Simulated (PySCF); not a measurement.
## How far each method lies from full CI for HAlSi⁺, quartet

Geometry: that of the HAlSi, triplet, kept fixed. The doublet lies 0.3 eV lower here.

```xyz
3

Si    0.0000    0.0000    2.0886
Al    0.0000    0.0000   -0.2449
H     0.0000    0.0000   -1.8437
```

Basis 6-31G; PySCF 2.14.0. Correlated methods freeze the noble-gas cores, which leaves 7 electrons in 18 orbitals. Prefix R: restricted or restricted open-shell reference; prefix U: unrestricted.

Full CI is exact within this basis and frozen core; it isn't the basis-set limit. The frozen core follows each run's orbitals, which can shift R against U totals by a few meV.

```
UHF ⟨S²⟩                          : 3.756
T1 diagnostic (ROHF- or RHF-based CCSD)             : 0.0423
largest doubles amplitude (ROHF- or RHF-based CCSD) : 0.071
T1 diagnostic (UCCSD)             : 0.0383
```

```tsv
level	E − E(RHF) (eV)
UHF	-0.0267
RMP2	-1.1734
UMP2	-1.1770
RCCSD	-1.7350
UCCSD	-1.7352
RCCSD(T)	-1.7787
UCCSD(T)	-1.7791
```

Q: Estimate how far full CI in 6-31G lies from RCCSD(T). The table doesn't fix it; the size of (T) and the diagnostics are the guide.

A: Full CI in 6-31G lies 0.63 kcal/mol below RCCSD(T), which is 62 % of the (T) step (-1.01 kcal/mol). T1 is raised, and the rest is a large part of (T).

The other levels:

```
 level  E − E(full CI) (kcal/mol)  share of correlation (%)  wall time
RCCSDT                       0.06                     99.85      3.6 s
UCCSDT                       0.06                     99.86      3.2 s
```

The correlation energy at full CI, counted from RHF, is -1.806 eV. The search over symmetries took 10 s on 1 thread of Arm Neoverse V1, shared host; the state has 331,072 determinants.

Times are those of the correlated step on a shared host, with one SCF added for the restricted CCSD run; they ran on 1 thread of Arm Neoverse V1.

The full-CI state has the irrep A2 of C2v, in the program's axes (one component, if the state is degenerate).

Natural occupations of full CI about the gap: 1.958 1.940 1.000 0.983 0.983 0.049 0.028 0.028 0.015 0.004; effectively unpaired electrons, Σ n²(2−n)², 3.03.
